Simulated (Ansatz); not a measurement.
Mulliken charges of BH4PS (`PBS`) from r2SCAN/def2-TZVPP in Ansatz (PBE0-D4/def2-TZVP geometry).

```tsv
atom	x (Å)	y (Å)	z (Å)	charge (e)
P1	-0.697	0.338	-1.101	-0.046
B2	0.421	0.519	0.414	0.014
S3	1.573	-0.691	1.004	-0.101
H4	-1.101	-1.012	-0.959	0.006
H5	-1.871	0.925	-0.572	0.019
H6	0.483	1.573	0.971	0.017
H7	1.255	-1.721	0.198	0.091
```

Q: By hand: the dipole of these point charges (1 e Å = 4.8032 D).

A: Σ q r = (-0.041, -0.057, -0.027) e Å, of length 0.075 e Å = 0.36 D.

Q: How does the dipole of the full density compare? (Estimate.)

A: Computed: (-0.125, -0.177, -0.010) e Å, 1.04 D; the point charges give 0.35 times that, at 18° from its direction.

Point charges leave out the atoms' own dipoles, such as those of lone pairs, and Mulliken's split depends on the basis, so the two needn't agree.
